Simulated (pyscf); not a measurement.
## Routes from [O=SiH]• + water (H₂O)

Candidate steps break at most two bonds and form at most two. Each was searched with GFN2-xTB (tblite) first. Single points on ωB97X-D3(BJ)/def2-SVP structures (PySCF, gas phase). Correlated levels are frozen-core, on RHF or UHF. ΔMP2 is the change of the MP2 total energy from the triple- to the quadruple-zeta basis. Energies: CCSD(T)/def2-TZVPP + ΔMP2(QZVPP), kJ/mol, from the separated reactants, doublet surface; ΔG‡ with ideal gas, 1 atm, RRHO with modes under 100 cm⁻¹ raised to 100, one conformer, R ln 2 for chiral ones without a mode under 150 cm⁻¹.

```json
[
 {"products": "HO–SiH•–OH", "type": "addition across a multiple bond or ene-type step", "ΔE‡": "-37.4", "ΔE": "-245.1", "ΔG‡ 298 K": "6.1", "ΔG‡ 900 K": "97.6", "ν‡ (cm⁻¹)": "1042i"},
 {"products": "•O–SiH₂–OH", "type": "insertion", "ΔE‡": "45.1", "ΔE": "-136.7", "ΔG‡ 298 K": "82.1", "ΔG‡ 900 K": "169.6", "ν‡ (cm⁻¹)": "1378i"}
]
```

Row 1: On the reactant side the descent ends in an adduct with a O–Si contact, 71.9 kJ/mol under the separated species and 16.3 kJ/mol under the saddle at ωB97X-D3(BJ)/def2-TZVP. Row 2: On the reactant side the descent ends in an adduct with a O–Si contact, 71.9 kJ/mol under the separated species and 96.4 kJ/mol under the saddle at ωB97X-D3(BJ)/def2-TZVP. 

Plain bond fissions and candidates not yet searched are not listed, and one of them may be faster. Each barrier is that of the saddle found; lower ones may exist. The CCSD(T) − MP2 part came from Ansatz, without density fitting, on the same reference.
